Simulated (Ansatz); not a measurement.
`S[SiH2]Cl`. Total charge 0; spin multiplicity 1. All single points use the PBE0-D4/def2-TZVP geometry. It is one conformer, not always the lowest.

```xyz
6

S     0.193   -0.938    1.411
Si    0.099   -0.016   -0.497
Cl    0.825    1.905   -0.493
H    -0.777   -0.172    1.940
H    -1.295    0.061   -0.985
H     0.955   -0.839   -1.376
```

**Question.** What is the dipole moment at PBE/def2-TZVPP? (Estimate.)

**Answer.** Ansatz gave: 1.03 D, with components (-0.94, -0.41, 0.02) D in this frame, pointing from negative to positive charge.

**Question.** And with r2SCAN, B3LYP, ωB97M-V? (Best estimate.)

**Answer.** The calculation gave: r2SCAN 1.07 D, B3LYP 1.07 D, ωB97M-V 1.07 D.

**Question.** Give the Mulliken charges with PBE, B3LYP, r2SCAN in def2-TZVPP. (An estimate is asked.)

**Answer.** Computed: 
```json
{"atom": "S1", "PBE": "-0.22", "B3LYP": "-0.24", "r2SCAN": "-0.24"}
{"atom": "Si2", "PBE": "0.39", "B3LYP": "0.46", "r2SCAN": "0.50"}
{"atom": "Cl3", "PBE": "-0.21", "B3LYP": "-0.24", "r2SCAN": "-0.25"}
{"atom": "H4", "PBE": "0.12", "B3LYP": "0.11", "r2SCAN": "0.11"}
{"atom": "H5", "PBE": "-0.04", "B3LYP": "-0.05", "r2SCAN": "-0.06"}
{"atom": "H6", "PBE": "-0.04", "B3LYP": "-0.05", "r2SCAN": "-0.06"}
```

B3LYP here is the variant with VWN-RPA as its local correlation; programs differ in this.
